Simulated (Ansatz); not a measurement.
**HSOF (singlet): from Hartree-Fock to the top rungs at a displaced geometry (v1), cc-pVDZ**

One table from this session's results is given with a row withheld; the runs are named, their logs left out.

Program: Ansatz 0.2.0, Gaussian basis. Level of theory: cc-pVDZ, core rule «outside noble gas», up to 7 orbitals frozen. These are calculated values, not measurements.

Plan: UHF; CCSD(T) on RHF; CCSD(T) on UHF; BCCD(T) on RHF; CISD; CCSDT(Q) on RHF.

14 further runs of the same task are left out: 6 for a known fault of the program, 3 that didn't finish, 5 set aside as unsound or not needed. Runs told in other sessions of the task aren't counted.

**What is computed**

The geometry is a PBE0/def2-TZVP stationary point (not a proven minimum) with its atoms shifted at random (size 0.040 Å).

4 atoms, charge 0, spin multiplicity 1.

Atoms are counted from 1 here; the program's logs count them from 0.

Bond lengths: F1–O2 1.520 Å, O2–S3 1.656 Å, S3–H4 1.436 Å. Angles: F1–O2–S3 108.5°, O2–S3–H4 95.0°.

The first run:

Input file in.yaml:

```yaml
crystal:
  periodic: [false, false, false]
  atoms:
    - {symbol: F, position_ang: [-0.019233, 0.306850, 1.522583]}
    - {symbol: O, position_ang: [-0.103130, -0.681874, 0.370841]}
    - {symbol: S, position_ang: [0.103452, 0.144690, -1.048595]}
    - {symbol: H, position_ang: [-1.291537, 0.436975, -1.226936]}
basis:
  gaussian: {orbitals: cc-pVDZ}
magnetization: {spin_polarized: true, initial_magnetization: 0}
hamiltonian: {xc: hf}
output: {orbitals: {seedname: orbitals}}
```

Command:

```sh
$ ansatz run in.yaml --threads 1 --pin off --events-out ev --progress --plain --max-ram 2393MiB
```

Steps of the session up to this table: UHF; CCSD(T) on RHF; CCSD(T) on UHF; BCCD(T) on RHF; CISD; CCSDT(Q) on RHF.

One table of the session follows, with a row left open; its other results are not shown here.

```
   method  from RCCSDT(Q) (kJ/mol)
      RHF                  +1497.5
      UHF                  +1467.8
     RMP2                   +117.9
     UMP2                   +218.3
     CISD                   +228.0
    RCCSD                        ?
    UCCSD                    +59.6
 RCCSD(T)                     +8.9
 UCCSD(T)                    +14.4
  BCCD(T)                     +9.0
   RCCSDT                     +7.0
RCCSDT(Q)                        0
```

**Question.** Estimate the row for RCCSD.

**Answer.** from RCCSDT(Q) (kJ/mol): +55.1. In the column «from RCCSDT(Q) (kJ/mol)» it lies between UCCSD(T) (+14.4) and UCCSD (+59.6).

To keep in mind: Warnings: restricted reference is unstable; spin contamination. Restricted and unrestricted rows rest on different reference determinants; a gap between their highest levels can come from leftover correlation error, from unlike frozen cores or from another state.
